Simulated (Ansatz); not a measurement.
## C: pressure series

Start from C in the diamond structure (space group Fd-3m, No. 227).

Space group Fd-3m, origin choice 1 (No. 227); a = b = c = 3.5538 Å, α = β = γ = 90.00°

```csv
atom,site,symmetry,x,y,z
C,8a,-43m,0.0000,0.0000,0.0000
```
(The calculation used a cell of 2 atoms; values per cell refer to that cell.)

Cell and atoms are relaxed at each pressure.

The values are results of Kohn–Sham DFT with the PBEsol functional, run in Ansatz (a first-principles code) with PAW and 420 eV plane waves, scalar-relativistic without spin-orbit coupling, not measurements.

```tsv
pressure (GPa)	volume per atom (Å³/atom)
-1	5.623
0	5.610
3	5.574
7	5.526
15	?
30	5.285
50	5.108
75	4.920
100	4.757
```

Problem. Fit the third-order Birch–Murnaghan form P(V) = (3B₀/2)[(V₀/V)^(7/3) − (V₀/V)^(5/3)]·[1 + (3/4)(B₀′ − 4)((V₀/V)^(2/3) − 1)] (squares taken in P) to the rows shown and predict the withheld row.

Solution. Least squares on the printed values gives V₀ = 5.610 Å³/atom, B₀ = 451 GPa, B₀′ = 3.6; this predicts 5.437 Å³/atom, and the run gives 5.437 Å³/atom, in agreement.

Measured bulk modulus of C: 454.7 GPa (static lattice; corrected from measurement; as listed in Daniel Mejia-Rodriguez, S. B. Trickey, Phys. Rev. B (2018)); the computed value is 1 % below it.

Load acts through the strain it causes; cell and atoms are relaxed under it. Whether these cells are dynamically stable was not tested. No other phases were tried under pressure.
